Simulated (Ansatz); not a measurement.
Born–Oppenheimer molecular dynamics of BClFH (4 atoms, charge 0, multiplicity 1). It starts from a relaxed structure.

Theory: Ansatz, RKS B3LYP-D4/def2-SVP.

```
ensemble                      : NVE (velocity Verlet)
time step                     : 3 fs
steps asked                   : 40
starting velocities drawn for : 700 K
seed                          : 931013
```

First frame:

```xyz
4
Properties=species:S:1:pos:R:3
B -0.003 0.000 0.026
Cl 0.013 0.000 1.779
F 1.141 0.000 -0.620
H -1.039 0.000 -0.581
```

Q: How far do the bonds stretch over the last three quarters of this one trajectory? (Pairs bonded in most of those frames.)

A: 
```csv
bond,mean (Å),spread (Å),shortest,longest
B1–Cl2,1.753,0.015,1.73,1.79
B1–F3,1.317,0.029,1.26,1.36
B1–H4,1.225,0.081,1.11,1.32
```

Mean temperature of the second half: 380 K. The conserved energy wandered by up to 30.5 meV per atom (net 10.6 meV per atom), which is poor conservation. Over the second half the temperature averaged 0.54 of the 700 K drawn at the start: a run that starts near a minimum puts about half its kinetic energy into the potential. A step of 3 fs is long for free X–H stretches (periods near 10 fs) and can bias their spread and the temperature. A run of 0.12 ps of so small a system gives no equilibrium averages.

Time of the run: 65 s on 1 thread of Arm Neoverse N1, with other jobs on the host, peak memory 0.092 GiB.
